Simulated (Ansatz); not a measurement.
# CH6OSi: the cost of one run

All numbers below are computed with Ansatz 0.2.0 (RKS PBE0/cc-pVDZ).

## Step 1: The starting structure

Bond lengths: Si1–H2 1.460 Å, Si1–O3 1.680 Å, O3–C4 1.420 Å, C4–H5 1.110 Å, C4–H6 1.110 Å, C4–H7 1.110 Å, Si1–H8 1.459 Å, Si1–H9 1.459 Å. Angles: H2–Si1–O3 109.4°, H2–Si1–H8 109.5°, H2–Si1–H9 109.5°, O3–Si1–H8 109.5°, O3–Si1–H9 109.5°, H8–Si1–H9 109.5°, Si1–O3–C4 125.0°, O3–C4–H5 109.5°, O3–C4–H6 109.5°, O3–C4–H7 109.5°, H5–C4–H6 109.4°, H5–C4–H7 109.4°, H6–C4–H7 109.4°.

Coordinates:

```xyz
9

Si    0.0000    0.0000    0.0000
H     0.0000    0.0000    1.4600
O     1.5842    0.0000   -0.5594
C     2.3503   -1.1632   -0.8360
H     1.7187   -1.9052   -1.3675
H     3.2179   -0.8926   -1.4733
H     2.7141   -1.6023    0.1163
H    -0.6877    1.1914   -0.4862
H    -0.6877   -1.1914   -0.4862
```

## Step 2: Preparing the start

The input, input.yaml:

```yaml
crystal:
  periodic: [false, false, false]
  atoms:
    - { symbol: Si, position_ang: [0.0, 0.0, 0.0] }
    - { symbol: H, position_ang: [0.0, 0.0, 1.46] }
    - { symbol: O, position_ang: [1.5842, 0.0, -0.5594] }
    - { symbol: C, position_ang: [2.3503, -1.1632, -0.836] }
    - { symbol: H, position_ang: [1.7187, -1.9052, -1.3675] }
    - { symbol: H, position_ang: [3.2179, -0.8926, -1.4733] }
    - { symbol: H, position_ang: [2.7141, -1.6023, 0.1163] }
    - { symbol: H, position_ang: [-0.6877, 1.1914, -0.4862] }
    - { symbol: H, position_ang: [-0.6877, -1.1914, -0.4862] }
basis:
  gaussian: { orbitals: cc-pVDZ }
hamiltonian:
  xc: pbe0
relax:
  f_tol: 0.02
  max_steps: 40
output:
  orbitals: {}
```

On the command line:

```console
$ ansatz run input.yaml --threads 1 --pin off --max-ram 2048MiB --backend cpu --events-out ev --progress --plain --runs-dir out
```

What time and memory should one allow on 1 thread of Arm Neoverse V2, shared host?

About 23 s, with a peak of 0.14 GiB.
